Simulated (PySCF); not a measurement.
Gas-phase reaction: 3 AlH(CH₃)₂ = 3 AlCH₃ + C₃H₆ (cyclic) + 6 H

Computed with PySCF and rigid-rotor harmonic-oscillator thermochemistry at 1 bar. † marks an energy on the PBE0/def2-TZVP geometry and frequencies; other levels use their own. MP2 freezes the core. 6-31G* has spherical d functions here. Open shells (unrestricted): H (multiplicity 2); the rest are closed-shell singlets. B3LYP is the form with VWN-RPA correlation. Methyl groups turn as free rotors in AlH(CH₃)₂. AlH(CH₃)₂, AlCH₃: computed as isolated molecules; such fragments, hydroxides, amides, oligomers or adducts are transient or little studied in the gas. MP2 isn't extrapolated to the basis-set limit; its ΔH°(298 K) is 1760.9 kJ in def2-SVP and 1838.9 kJ in def2-TZVPP. The harmonic model lacks anharmonicity and excited electronic states, which grow with temperature; levels with a mode under 35 cm⁻¹ are left out.

```tsv
level	ΔE electronic, kJ	ΔH°(298 K), kJ	ΔS°(298 K), J/K	ΔG°(1000 K), kJ
B3LYP/def2-TZVP†	1975	1878	712	1139
BLYP/def2-TZVP†	1927	1831	712	1092
HF/6-31G*	1628	1526	713	785
MP2/def2-SVP†	1857	1761	712	1022
MP2/def2-TZVPP†	1935	1839	712	1100
PBE0/def2-SVP†	1928	1832	712	1093
```
ΔH° is lowest at HF/6-31G* and highest at B3LYP/def2-TZVP†. No reference value is set beside these.
